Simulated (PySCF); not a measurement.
# `CC[C@@H](C)CF`: 4 charge schemes on one density

Species: C₅H₁₁F.
Geometry (PBE0-D3(BJ)/def2-SVP, Å), atoms numbered from 1 in this order:
```
atom  x, y, z in Å
C1     2.0523    0.3508    0.0109
C2     0.7922   -0.1503   -0.6770
C3    -0.5239    0.3029   -0.0380
C4    -1.7217   -0.1389   -0.8719
C5    -0.6608   -0.1804    1.3936
F6    -0.6266   -1.5569    1.4410
H7     2.1550   -0.0510    1.0306
H8     2.0634    1.4508    0.0828
H9     2.9519    0.0474   -0.5453
H10    0.7989   -1.2530   -0.7099
H11    0.7925    0.1846   -1.7280
H12   -0.5187    1.4086    0.0168
H13   -1.6383    0.2179   -1.9094
H14   -2.6663    0.2459   -0.4568
H15   -1.7883   -1.2373   -0.8946
H16   -1.6193    0.1550    1.8267
H17    0.1549    0.2032    2.0292
```

Density: PBE0/pcSseg-1 (PySCF); schemes: Mulliken, IAO, Hirshfeld and ESP-fitted. Isolated species at its PBE0-D3(BJ)/def2-SVP geometry (one conformer only).

Problem. Which atoms carry the highest charge in the Mulliken, IAO, Hirshfeld and ESP-fitted schemes?

Solution. The schemes don't all agree: Mulliken C5 (+0.214); IAO H15 (+0.143); Hirshfeld H9 and H16 (+0.042); ESP-fitted C3 (+0.230).

Problem. Which atoms carry the lowest charge in the Mulliken, IAO, Hirshfeld and ESP-fitted schemes?

Solution. The schemes don't all agree: Mulliken C3 (-0.410); IAO C4 (-0.412); Hirshfeld C4 (-0.118); ESP-fitted C4 (-0.562).

Problem. At which atom do the 4 schemes differ most?

Solution. At C3: from -0.410 (Mulliken) to +0.230 e (ESP-fitted), 0.640 e apart.

Problem. Give the atomic charges in each scheme.

Solution. In e:

| atom | environment | Mulliken | IAO | Hirshfeld | ESP-fitted |
| --- | --- | --- | --- | --- | --- |
| C1 | methyl carbon | -0.282 | -0.410 | -0.115 | -0.426 |
| C2 | chain CH2 carbon | -0.232 | -0.249 | -0.068 | +0.133 |
| C3 | sp3 CH carbon | -0.410 | -0.110 | -0.029 | +0.230 |
| C4 | methyl carbon | -0.224 | -0.412 | -0.118 | -0.562 |
| C5 | sp3 C–F carbon | +0.214 | +0.048 | +0.025 | -0.013 |
| F6 | alkyl fluorine | -0.342 | -0.332 | -0.115 | -0.218 |
| H7 | methyl hydrogen | +0.120 | +0.132 | +0.037 | +0.116 |
| H8 | methyl hydrogen | +0.108 | +0.130 | +0.036 | +0.086 |
| H9 | methyl hydrogen | +0.122 | +0.142 | +0.042 | +0.110 |
| H10 | methylene hydrogen | +0.127 | +0.136 | +0.033 | +0.001 |
| H11 | methylene hydrogen | +0.118 | +0.128 | +0.036 | +0.002 |
| H12 | methine hydrogen | +0.117 | +0.126 | +0.038 | -0.008 |
| H13 | methyl hydrogen | +0.117 | +0.136 | +0.040 | +0.127 |
| H14 | methyl hydrogen | +0.113 | +0.133 | +0.038 | +0.147 |
| H15 | methyl hydrogen | +0.123 | +0.143 | +0.037 | +0.141 |
| H16 | methylene hydrogen | +0.104 | +0.131 | +0.042 | +0.077 |
| H17 | methylene hydrogen | +0.106 | +0.129 | +0.040 | +0.058 |

Mean size of the charges over all atoms: IAO 0.178 e, Mulliken 0.175 e, ESP-fitted 0.144 e, Hirshfeld 0.052 e. Each set sums to the total charge, 0, to within 0.001 e. The ESP scheme fits charges at the nuclei, held to the total charge, to the electrostatic potential on points at 1.4 to 2.0 times the van der Waals radii.

Problem. Sum the charges by element, for elements with more than one atom.

Solution. 
```tsv
element	atoms	Mulliken	IAO	Hirshfeld	ESP-fitted
C	5	-0.934	-1.133	-0.304	-0.638
H	11	+1.276	+1.465	+0.419	+0.857
```

Problem. How many electrons does the Hirshfeld scheme count on C5?

Solution. Z − q = 6 − (+0.025) = 5.975.
